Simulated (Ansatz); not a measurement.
Input file:

```yaml
crystal:
  periodic: [false, false, false]
  atoms:
    - {symbol: Ge, position_ang: [0.000000, 0.000000, 0.000000]}
    - {symbol: P, position_ang: [0.000000, 0.000000, 7.866000]}
basis:
  gaussian: {orbitals: cc-pVDZ}
total_charge: 1
magnetization: {spin_polarized: true, initial_magnetization: 2}
hamiltonian: {xc: {name: PBE}}
correlation: {method: rpa, electrons: outside_noble_gas}
```

```sh
$ ansatz run in.yaml --threads 1 --pin off --events-out ev --progress --plain --max-ram 4096MiB --backend cpu
```

Log:

```
521 factors; integrals over basis functions are off by at most 9.9e-5 eV
mean field evaluation 1: about -65763.8653 eV, gradient 2.2e1 eV
mean field evaluation 2: about -65763.8646 eV, gradient 2.2e1 eV
mean field evaluation 4: about -65723.1514 eV, gradient 3.1e1 eV
mean field evaluation 8: about -65766.3268 eV, gradient 1.5e1 eV
mean field evaluation 16: about -65780.6969 eV, gradient 4.8e-1 eV
mean field evaluation 32: about -65780.7169 eV, gradient 2.8e-5 eV
mean field evaluation 64: about -65780.7064 eV, gradient 3.3e-2 eV
mean field evaluation 96: about -65780.7168 eV, gradient 6.5e-4 eV
mean field evaluation 128: about -65780.7124 eV, gradient 7.8e-2 eV
mean field evaluation 160: about -65780.7168 eV, gradient 4.5e-5 eV
mean field evaluation 192: about -65758.4435 eV, gradient 1.8e1 eV
mean field evaluation 224: about -65780.7168 eV, gradient 5.3e-4 eV
mean field evaluation 256: about -65780.7169 eV, gradient 8.5e-4 eV
mean field evaluation 288: about -65780.7162 eV, gradient 4.0e-2 eV
mean field evaluation 320: about -65780.7075 eV, gradient 2.3e-1 eV
mean field evaluation 352: about -65780.6693 eV, gradient 1.4e0 eV
mean field evaluation 384: about -65780.7057 eV, gradient 3.6e-2 eV
mean field evaluation 416: about -65780.7073 eV, gradient 2.5e-3 eV
mean field evaluation 448: about -65715.7402 eV, gradient 2.8e1 eV
mean field -65780.71692302 eV, -2417.3967591495 hartree, gradient 1.7e-10 eV, S^2 3.002827; 17 other end points of the search recorded, 0 dependent functions left out
19 core orbitals not correlated: weight in the atoms' cores, before any rotation towards them, 1.000 or more for the frozen orbitals, at most 0.000 for the correlated occupied ones
reference -65733.84959115 eV, -2415.6744164711 hartree; 5, 3 occupied and 21, 23 virtual orbitals, 521 factors
Error: the energy between an occupied orbital and the lowest state that it is excited into in its spin channel is -0.0273 eV and must be positive: a state without a gap has no random-phase energy
```

The run gave no result to rely on (stopped by an error).

Ran on 1 thread of AMD EPYC 7R13, shared host: 34 s wall, 0.23 GiB peak host memory.
